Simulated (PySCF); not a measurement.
C₄H₄Cl₂.
SMILES with atom numbers: `[CH3:1][C:2]([Cl:3])=[C:4]=[CH:5][Cl:6]` (hydrogens: H7, H8, H9 on C1; H10 on C5)

Theory: PBE0-D3(BJ)/def2-TZVP geometry optimisation, gas phase (PySCF).

What internal coordinates does the optimisation give?

```tsv
bond	length (Å)	order
C1–C2	1.489	single
C2–Cl3	1.742	single
C2=C4	1.300	double
C4=C5	1.296	double
C5–Cl6	1.731	single
C1–H7, C1–H8, C1–H9	1.092	single
C5–H10	1.083	single
```

Bonds in one row agree within 0.01 Å and their mean is given. Orders are formal, as drawn. A selection of angles:
```tsv
angle	degrees
C2–C1–H7	110.0
H7–C1–H8	109.2
H7–C1–H9	107.7
C1–C2–Cl3	114.6
C1–C2–C4	126.0
Cl3–C2–C4	119.4
C2–C4–C5	178.2
C4–C5–Cl6	123.4
C4–C5–H10	123.4
Cl6–C5–H10	113.3
```

The 3 C–C bonds span 1.296 Å (C4=C5, drawn double) to 1.489 Å (C1–C2, drawn single), a spread of 0.193 Å.

Point group: C1 (no symmetry element, even within 0.4 Å). No frequency check.

The run took 51 s wall on one thread of an Arm Neoverse V2, no GPU, on a shared host, and the process peaked at 0.89 GiB of memory. This is the geometry optimisation.
